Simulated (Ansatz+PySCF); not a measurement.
A calculation with PySCF 2.14.0.

```python
from pyscf import gto, scf, mp

mol = gto.M(atom="""
C 0.502810 -0.010420 -0.047460
H 1.093850 0.676860 0.610890
H 1.113790 -0.608370 -0.613260
F -0.310630 0.806010 -0.743560
F -0.263350 -0.818040 0.783420
""", basis='def2-svp', charge=0, spin=0)
mf = scf.RHF(mol)
mf.kernel()
pt = mp.MP2(mf, frozen=3).run()
print(mf.e_tot, pt.e_corr, pt.e_tot)
```

The script is written out from the run's settings.

Output:

- Converged: yes
- Reference energy: -237.70259 hartree
- Correlation energy: -0.50715 hartree
- Total energy: -238.20974 hartree
